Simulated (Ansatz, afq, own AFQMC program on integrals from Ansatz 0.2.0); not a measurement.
**Fe, quintet → Fe⁺, quartet**

A free Fe atom.

E(quartet, charge +1) − E(quintet, charge +0) at this geometry, on UHF and ROHF determinants.

Basis def2-SVP. Noble-gas cores (and the filled d shells of Ga–Kr and In–Xe) are frozen. AFQMC by an in-house program on the Cholesky factors that Ansatz 0.2.0 writes for its CCSD(T) run. The CISD trial takes its coefficients from CCSD amplitudes. Released means that phaseless walkers are propagated on without the constraint, phases kept. Error bars are statistical, one sigma. The metal's outer-core s and p shells are frozen, which shifts wave-function levels against functionals. The errors of all members are added in quadrature.

Full CI on the same integrals is exact in this basis and with this determinant's frozen core.

Errors are counted within def2-SVP, not against nature.

Cautions: no relativity below Rb; outer-core shells of the metal frozen; Fe (quintet): the released energies are still falling, so no released level is given (meV from the phaseless value at times in 1/Eh: -1.4 ± 1.7 at 0.60, 2 ± 3 at 1.20, -5.3 ± 1.8 at 2.00, -13 ± 5 at 3.00, -15 ± 3 at 4.20); Fe⁺ (quartet): another spin lies lower, a spin-contaminated unrestricted determinant lies lower (UHF 1.28 eV lower, ⟨S²⟩ 4.75), the released energies move by 1.5 errors or more from one time to the next, so no released level is given (meV from the phaseless value at times in 1/Eh: -23 ± 4 at 0.60, -22 ± 3 at 1.20, -11 ± 3 at 2.00, 7 ± 7 at 3.00, 0 ± 10 at 4.20), though the last usable value meets full CI within the noise, CCSDTQ on the UHF determinant differs (98 meV higher), by its state or its frozen core; this isn't the first ionization.

| level | vertical ionization energy (kcal/mol) |
| --- | --- |
| CCSD | 188.0 |
| MP2 | 178.5 |

Q: From these cheaper values, estimate the vertical ionization energy at the reference level in def2-SVP.

A: 188.4 kcal/mol (full CI in def2-SVP).

```json
{"level": "HF", "vertical ionization energy (kcal/mol)": "193.6", "error against FCI (kcal/mol)": "5.2"}
{"level": "CCSD(T)", "vertical ionization energy (kcal/mol)": "188.2", "error against FCI (kcal/mol)": "-0.1"}
{"level": "CCSDT", "vertical ionization energy (kcal/mol)": "188.4", "error against FCI (kcal/mol)": "0.0"}
{"level": "CCSDT(Q)", "vertical ionization energy (kcal/mol)": "188.4", "error against FCI (kcal/mol)": "0.0"}
{"level": "CCSDTQ", "vertical ionization energy (kcal/mol)": "188.4", "error against FCI (kcal/mol)": "0.0"}
{"level": "ph-AFQMC/CISD", "vertical ionization energy (kcal/mol)": "187.9 ± 0.06", "error against FCI (kcal/mol)": "-0.5 ± 0.06"}
```

Correlation beyond CCSD(T) adds 0.1 kcal/mol. The perturbative (T) step is worth +0.2 kcal/mol.

CCSDT and higher add their correlation energy to the determinant of the CCSD(T) run, since their own runs factorise the integrals more tightly (a shift of under 2 meV). A walk keeps the symmetry of its determinant, which the program's search chose and which needn't be the lowest solution, so a lower state of the same spin and another symmetry isn't excluded.
